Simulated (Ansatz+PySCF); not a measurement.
Values are calculated unless marked as measured or tabulated.
Input for PySCF 2.14.0:

```python
from pyscf import gto, scf, cc

mol = gto.M(atom="""
S 0.000000 0.000000 0.000000
H 2.341630 0.000000 1.351940
H -1.174270 0.000000 0.677960
""", basis='6-31g', charge=1, spin=1)
mf = scf.UHF(mol)
mf.kernel()
mycc = cc.CCSD(mf, frozen=5).run()
et = mycc.ccsd_t()
print(mf.e_tot, mycc.e_corr, et, mycc.e_tot + et)
```

The script is written out from the run's settings.

Output:

```yaml
Converged: yes
Reference_energy: -398.12385 hartree
CCSD_correlation_energy: -0.11709 hartree
Triples_correction: -0.00470 hartree
Total_energy: -398.24564 hartree
Spin_squared_of_the_determinant: 0.760
```

The reference isn't the lowest determinant (another lies 2.07 eV lower), but the same method gives a higher total on the lower determinant. Caution: bonds are stretched, where a single reference can fail.
